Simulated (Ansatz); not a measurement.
C3H5FO can be A, `FCC1CO1`, or B, `CO/C=C/F`.

Isolated molecules relaxed with PBE0-D4/def2-TZVP in Ansatz; ΔE leaves out vibrations. CCSD(T)/CBS is the MP2 limit (def2-TZVPP, def2-QZVPP) plus CCSD(T) − MP2 in def2-TZVPP, frozen cores. Functionals use def2-TZVPP. B3LYP here is the variant with VWN-RPA as its local correlation; programs differ in this. One conformer a species, not always the lowest.

**Question.** Which isomer does CCSD(T)/CBS put lower? Give the gap. (Best estimate.)

**Answer.** Ansatz gave: B, by 0.2 kcal/mol. So small a gap doesn't settle the order.

**Question.** Give E(B) − E(A) in kcal/mol with B2PLYP, CCSD(T)/def2-TZVPP, ωB97M-V, CCSD/def2-TZVPP, MP2/def2-TZVPP, HF/def2-TZVPP, B3LYP. (An estimate is asked.)

**Answer.** The calculation gave: B2PLYP -1.7, CCSD(T)/def2-TZVPP -0.1, ωB97M-V -0.3, CCSD/def2-TZVPP 0.2, MP2/def2-TZVPP 2.0, HF/def2-TZVPP -1.8, B3LYP -3.3. The order is the other way round with CCSD/def2-TZVPP, MP2/def2-TZVPP.

Largest T1 diagnostic: 0.012.

From PBE to PBE0 (25 % exact exchange), in def2-TZVPP and without D4, E(B) − E(A) moves by +1.6 kcal/mol. In def2-TZVPP, CCSD(T) changes the Hartree–Fock value by +1.7 kcal/mol (the triples alone add −0.4 kcal/mol) and MP2 by +3.8 kcal/mol.
